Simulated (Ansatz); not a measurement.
Process, species as SMILES: C#N (CH-N) → CHN+ (doublet, bonded as C#N) + e-
B3LYP-D3(BJ)/def2-TZVP geometries, fixed; electronic energies without zero-point terms.

Basis-set convergence of the adiabatic ionisation energy at CCSD(T) with Ansatz (a quantum-chemistry and plane-wave program). All functions are spherical. Cores are frozen. Open shells are unrestricted. No added dispersion term, no relativity. Functions are those of the species that has most. Reference: Hartree-Fock in aug-cc-pVQZ plus the correlation part extrapolated as X^-3 from aug-cc-pVTZ and aug-cc-pVQZ, 13.641 eV, itself unsure by roughly 0.017 eV (a third of the extrapolation step and of the last Hartree-Fock step). Deviations are taken from unrounded values.

```json
[
 {"basis": "cc-pVDZ", "functions": "33", "adiabatic ionisation energy (eV)": "13.146", "minus reference (eV)": "-0.495"},
 {"basis": "6-311G**", "functions": "42", "adiabatic ionisation energy (eV)": "13.283", "minus reference (eV)": "-0.357"},
 {"basis": "def2-SVPD", "functions": "48", "adiabatic ionisation energy (eV)": "13.383", "minus reference (eV)": "-0.258"},
 {"basis": "6-311+G**", "functions": "50", "adiabatic ionisation energy (eV)": "13.320", "minus reference (eV)": "-0.321"},
 {"basis": "aug-cc-pVDZ", "functions": "55", "adiabatic ionisation energy (eV)": "13.279", "minus reference (eV)": "-0.362"},
 {"basis": "pcseg-2", "functions": "74", "adiabatic ionisation energy (eV)": "13.486", "minus reference (eV)": "-0.155"},
 {"basis": "def2-TZVPP", "functions": "76", "adiabatic ionisation energy (eV)": "13.490", "minus reference (eV)": "-0.150"},
 {"basis": "def2-QZVPP", "functions": "144", "adiabatic ionisation energy (eV)": "13.576", "minus reference (eV)": "-0.064"},
 {"basis": "aug-cc-pVQZ", "functions": "206", "adiabatic ionisation energy (eV)": "13.593", "minus reference (eV)": "-0.047"}
]
```

The smallest set listed that lies within 0.1 eV of the reference with all its larger relatives (same family, alike in diffuse functions; a set with none counts only in the reference's own line) is aug-cc-pVQZ (206 functions, -0.047 eV off). Inside, with no larger relative to test it: def2-QZVPP.
